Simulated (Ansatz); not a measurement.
## C2H2O2 (glyoxal): entropy by statistical mechanics

A singlet with charge 0, relaxed at PBE0-D4/def2-TZVP (Ansatz 0.2.0):

```xyz
6

O     1.1390   -0.2945   -1.2557
C     0.5232    0.3302   -0.4406
C    -0.5234   -0.3301    0.4404
O    -1.1370    0.2939    1.2576
H     0.6617    1.4153   -0.2643
H    -0.6635   -1.4148    0.2626
```

Harmonic wavenumbers in cm⁻¹: 127, 334, 561, 814, 1084, 1085, 1334, 1380, 1837, 1840, 2956, 2959.

Masses in u: O 15.999, C 12.011, H 1.008. Take T = 298.15 K, p = 1 bar, R = 8.3145 J/(mol K), kT/hc = 207.22 cm⁻¹, rigid rotor and harmonic oscillator.

Task: Compute the standard molar entropy.

Result: 
1. Translation (Sackur–Tetrode): S = R[3/2 ln M + 5/2 ln T − 1.1517] with M = 58.036 gives 159.5 J/(mol K).
2. Rotation: principal moments 8.993, 104.665, 113.658 u Å² give A, B, C = 1.8745, 0.1611, 0.1483 cm⁻¹; the symmetry number is σ = 2; q = (√π/σ)√((kT/hc)³/ABC) = 12492; S = R(ln q + 3/2) = 90.9.
3. Vibration: with u = ν̃/207.22, each mode gives R[u/(eᵘ − 1) − ln(1 − e⁻ᵘ)]; the sum is 21.5, most from 127 cm⁻¹ (12.5), 334 cm⁻¹ (5.2), 561 cm⁻¹ (2.2).
4. Electronic: R ln 1 = 0.0, from the spin multiplicity alone.
5. Sum: 159.5 + 90.9 + 21.5 + 0.0 = 271.9 J/(mol K).

No measured value is set beside it here. Where a soft mode is a torsion, a harmonic oscillator describes it poorly.
